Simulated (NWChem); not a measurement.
# BH2F (SMILES [H]B([H])F) at HSE03 (NWChem form)/def2-SVP

Aim: the vertical ionisation energy of BH2F at HSE03 (NWChem form)/def2-SVP, from 2 runs. 

The results are computed with NWChem 7.3.0.

1 further run of the same task is left out (it didn't finish).

**1. The system as given**

BH2F has 4 atoms, charge 0, and is taken as a singlet. As SMILES, `[H]B([H])F`. Geometry: relaxed at GFN2-xTB.

Bond lengths: B1–F4 1.306 Å, B1–H2 1.171 Å, B1–H3 1.171 Å. Angles: H2–B1–F4 117.3°, H3–B1–F4 117.3°, H2–B1–H3 125.4°.

**2. Energy and forces at HSE03 (NWChem form)/def2-SVP**

Input file nw.xyz:

```xyz
4
BH2F
B      0.029990     0.049200     0.000600
H      1.198420    -0.033970     0.015630
H     -0.578270     1.050180    -0.019450
F     -0.650140    -1.065400     0.003230
```

Input file nw.nw:

```
start nw
title "BH2F"
memory 2200 mb

geometry noautosym nocenter noautoz
  load format xyz nw.xyz
end

basis spherical bse
  * library def2-SVP
end

dft
  xc hse03
  grid fine
  mulliken
  noprint "final vectors analysis"
end

task dft gradient
```

Run with:

```bash
$ nwchem nw.nw > nw.out
```

The program printed:

```text
[...]
          Wavefunction type:  closed shell.
          No. of atoms     :     4
          No. of electrons :    16
[...]
          Charge           :     0
          Spin multiplicity:     1
[...]
          AO basis - number of functions:    38
[...]
              XC Information
              --------------
                        HSE03 Method XC Functional
                     Hartree-Fock (Exact) Exchange  0.250
          PerdewBurkeErnzerhof Exchange Functional  1.000
                     CAM-PBE96 Exchange Functional -0.250
            Perdew 1991 LDA Correlation Functional  1.000 local
           PerdewBurkeErnz. Correlation Functional  1.000 non-local
[...]
 d= 0,ls=0.0,diis     1   -125.6957696844 -1.53D+02  2.57D-02  2.95D-01     0.4
[...]
 d= 0,ls=0.0,diis     6   -125.7363123605 -5.54D-07  4.09D-06  1.56D-08     2.0
         Total DFT energy =     -125.736312360544
      One electron energy =     -227.704418076785
           Coulomb energy =       89.654284217287
    Exchange-Corr. energy =      -15.194528664407
 Nuclear repulsion energy =       27.508350163361
[...]
      Total Density - Mulliken Population Analysis
     ---------------------------------------------
    Atom       Charge   Shell Charges
 -----------   ------   -------------------------------------------------------
    1 B    5     4.78   1.99  0.80  0.20  1.46  0.21  0.12
    2 H    1     1.07   0.76  0.29  0.01
    3 H    1     1.07   0.76  0.29  0.01
    4 F    9     9.08   1.99  1.14  0.72  3.36  1.86  0.01
[...]
  wavefunction    = closed shell
[...]
                         DFT ENERGY GRADIENTS
    atom               coordinates                        gradient
                 x          y          z           x          y          z
   1 B       0.056673   0.092975   0.001134    0.002682   0.004425   0.000215
   2 H       2.264685  -0.064194   0.029536   -0.019601   0.000044  -0.000334
   3 H      -1.092772   1.984552  -0.036755    0.009012  -0.017413   0.000231
   4 F      -1.228586  -2.013314   0.006104    0.007906   0.012945  -0.000112
[...]
```

Wall time 3.6 s (1 thread of Intel Xeon at 2.60GHz (Ice Lake), shared host); peak memory 0.11 GiB.

**3. The doublet cation, same level**

Input file bfh2.xyz:

```xyz
4
BFH2 gradient
B      0.029990     0.049200     0.000600
H      1.198420    -0.033970     0.015630
H     -0.578270     1.050180    -0.019450
F     -0.650140    -1.065400     0.003230
```

Input file bfh2.nw:

```
start bfh2
title "BFH2 gradient"
memory 2200 mb
charge 1

geometry units angstrom noautosym nocenter noautoz
 load format xyz bfh2.xyz
end

basis spherical bse
 * library def2-SVP
end

dft
 xc hse03
 mult 2
 grid fine
 maxiter 150
 mulliken
 print low
end

task dft gradient
```

Run with:

```bash
$ nwchem bfh2.nw > bfh2.out
```

The program printed:

```text
[...]
 d= 0,ls=0.0,diis     1   -124.9510219779 -1.52D+02  5.07D-02  8.27D-01     0.5
[...]
 d= 0,ls=0.0,diis    10   -125.2819817638 -3.54D-08  9.91D-07  8.04D-10     4.1
[...]
         Total DFT energy =     -125.281981763791
      One electron energy =     -221.931957367568
           Coulomb energy =       83.932613280496
    Exchange-Corr. energy =      -14.790987840080
 Nuclear repulsion energy =       27.508350163361
[...]
      Total Density - Mulliken Population Analysis
     ---------------------------------------------
    Atom       Charge   Shell Charges
 -----------   ------   -------------------------------------------------------
    1 B    5     4.64   1.99  0.91  0.12  1.35  0.16  0.11
    2 H    1     0.77   0.65  0.10  0.02
    3 H    1     0.77   0.65  0.10  0.02
    4 F    9     8.82   1.99  1.18  0.70  3.30  1.66  0.01
[...]
      <S2> =      0.7557 (Exact =     0.7500)
[...]
                         DFT ENERGY GRADIENTS
    atom               coordinates                        gradient
                 x          y          z           x          y          z
   1 B       0.056673   0.092975   0.001134    0.058781   0.096327  -0.000233
   2 H       2.264685  -0.064194   0.029536   -0.050891  -0.009313  -0.000552
   3 H      -1.092772   1.984552  -0.036755    0.014991  -0.049515   0.000749
   4 F      -1.228586  -2.013314   0.006104   -0.022880  -0.037499   0.000037
 Task  times  cpu:        5.2s     wall:        5.2s
 Total times  cpu:        5.3s     wall:        5.3s
```

It took 6 s on 1 thread of Intel Xeon at 2.60GHz (Ice Lake), shared host; peak memory 0.11 GiB.

**4. Outcome**

Level: HSE03 (NWChem form)/def2-SVP.

```
                                          quantity          value
                        singlet BH2F: total energy  -125.73631 Eh
                       singlet BH2F: dipole moment         0.56 D
            singlet BH2F: largest force on an atom     1.008 eV/Å
                      doublet cation: total energy  -125.28198 Eh
                              doublet cation: ⟨S²⟩          0.756
          doublet cation: largest force on an atom     5.803 eV/Å
vertical ionisation energy (to the doublet cation)      12.363 eV
```

**Reading.** The vertical ionisation energy comes to 12.36 eV (285 kcal/mol). The largest force (singlet BH2F) is 1.01 eV/Å: the shape isn't a stationary point for this species at this level. Mulliken charges (singlet BH2F) run from -0.08 on F4 to +0.22 on B1; they depend strongly on the basis.
